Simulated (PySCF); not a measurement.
# BH3S (SMILES BS) at B3LYP/STO-6G

What is the energy change on altering one bond length of BH3S at B3LYP/STO-6G? The job is set up through a Python script.

The calculation is run with PySCF 2.14.0.

11 further runs of the same task are left out: 11 set aside as unsound or not needed.

### Step 1. Starting point

BH3S has 5 atoms, charge 0, and is taken as a singlet. As SMILES, `BS`. Geometry: relaxed at PBE0-D4/def2-TZVP.

Bond lengths: B1–S2 1.765 Å, B1–H3 1.192 Å, B1–H4 1.190 Å, S2–H5 1.344 Å. Angles: B1–S2–H5 99.2°, S2–B1–H3 115.8°, S2–B1–H4 121.4°, H3–B1–H4 122.7°.

### Step 2. The energy at B3LYP/STO-6G

input.xyz reads:

```xyz
5

B     -0.392100    -0.421000     0.088100
S      0.161700     1.236900    -0.154300
H     -1.562900    -0.556400     0.264200
H      0.367100    -1.337600     0.074200
H      1.476100     1.004400    -0.313600
```

job.py reads:

```python
from pyscf import gto, dft

mol = gto.M(
    atom='input.xyz',
    charge=0,
    verbose=3,
    basis='sto-6g',
    max_memory=1860,
)

mf = dft.RKS(mol)
mf.xc = 'b3lyp'
mf.grids.level = 5
mf.conv_tol = 1e-10
mf.kernel()
if not mf.converged:
    mf = mf.newton().run(mf.mo_coeff, mf.mo_occ)

e_tot = mf.e_tot
print('Final energy', e_tot)
```

The run is started by

```bash
OMP_NUM_THREADS=1 python job.py
```

Standard output:

```text
converged SCF energy = -423.414767057143
Final energy -423.4147670571426
```

Wall time 2.4 s (1 thread of Arm Neoverse V2, shared host); peak memory 0.19 GiB.

### Step 3. The distorted shape at the same level

input.py reads:

```python
from pyscf import gto, dft

molecule = gto.Mole()
molecule.atom = '''
B    1.715318  -0.177283  -0.228877
S    2.269118   1.480617  -0.471277
H   -1.562900  -0.556400   0.264200
H    2.474518  -1.093883  -0.242777
H    3.583518   1.248117  -0.630577
'''
molecule.verbose = 3
molecule.basis = 'sto-6g'
molecule.max_memory = 1860
molecule.spin = 0
molecule.charge = 0
molecule.build()

calc0 = dft.RKS(molecule, xc='b3lyp')
calc0.grids.level = 5
calc0.conv_tol = 1e-10
calc0.kernel()
if not calc0.converged:
    calc0 = calc0.newton().run(calc0.mo_coeff, calc0.mo_occ)

energy = calc0.e_tot
print(f'total energy: {energy:.8f} hartree')
```

The run is started by

```bash
OMP_NUM_THREADS=1 python input.py
```

Standard output:

```text
converged SCF energy = -423.108543616926
total energy: -423.10854362 hartree
```

Wall time 5.7 s (1 thread of Arm Neoverse V2, shared host); peak memory 0.19 GiB.

### Step 4. Results

At B3LYP/STO-6G:

| quantity | value |
| --- | --- |
| first shape: total energy | -423.41477 Eh |
| first shape: dipole moment | 1.31 D |
| first shape: HOMO energy | -5.53 eV |
| first shape: LUMO energy | 2.01 eV |
| first shape: HOMO–LUMO gap | 7.54 eV |
| distorted shape: total energy | -423.10854 Eh |
| distorted shape: dipole moment | 3.08 D |
| distorted shape: HOMO energy | -2.55 eV |
| distorted shape: LUMO energy | -0.82 eV |
| distorted shape: HOMO–LUMO gap | 1.72 eV |
| energy change with the B1–H3 bond stretched from 1.192 to 3.337 Å | 8.333 eV |

**Reading.** One bond (distorted shape) is far stretched, which a spin-restricted single reference describes badly; a broken-symmetry solution may lie lower. With the B1–H3 bond stretched from 1.192 to 3.337 Å the energy rises by 8.33 eV (192 kcal/mol). The first shape isn't relaxed at this level, so the change isn't measured from a minimum. A restricted reference can't describe the breaking bond well at this length. The minimal basis adds a large error of its own. Mulliken charges (distorted shape) run from -0.12 on H3 to +0.14 on S2; they depend strongly on the basis.
